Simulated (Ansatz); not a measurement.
1T (CdI2-type) TiTe₂ was calculated with PBEsol in Ansatz (PAW).

Numerical settings: plane-wave cutoff 520 eV, 18×18×10 k mesh (along the axes of the cell as run), Fermi–Dirac smearing 0.05 eV, no spin polarisation, scalar-relativistic PAW data made under PBE.

Cell (relaxed at this level):

```cif
data_Te2Ti
_chemical_formula_sum 'Ti1 Te2'
_space_group_name_H-M_alt 'P-3m1'
_space_group_IT_number 164
_space_group_name_Hall '-P 3 2"'
_cell_length_a 3.69619
_cell_length_b 3.69619
_cell_length_c 6.44448
_cell_angle_alpha 90.000
_cell_angle_beta 90.000
_cell_angle_gamma 120.000
loop_
_atom_site_label
_atom_site_type_symbol
_atom_site_symmetry_multiplicity
_atom_site_Wyckoff_symbol
_atom_site_fract_x
_atom_site_fract_y
_atom_site_fract_z
_atom_site_occupancy
Ti1 Ti 1 a 0.00000 0.00000 0.00000 1
Te1 Te 2 d 0.33333 0.66667 0.26726 1
```

What does this level give for the bulk modulus B0?


- bulk modulus B0 = 35.2 GPa

The run finds no gap.

Note: the cell comes from a level without a dispersion term, which matters for the spacing of layers, chains or molecules; the volume lies 5 % below that of the published cell; the bulk modulus comes from volumes at which shape and atoms were relaxed.

Spin–orbit coupling is not included; it can open a gap where bands touch, and shift volumes and moduli.

The computed numbers hold no vibrational or temperature effects.

It cost about 26 core-minutes (a rough figure) of CPU time.

Ansatz is a program for electronic structure.
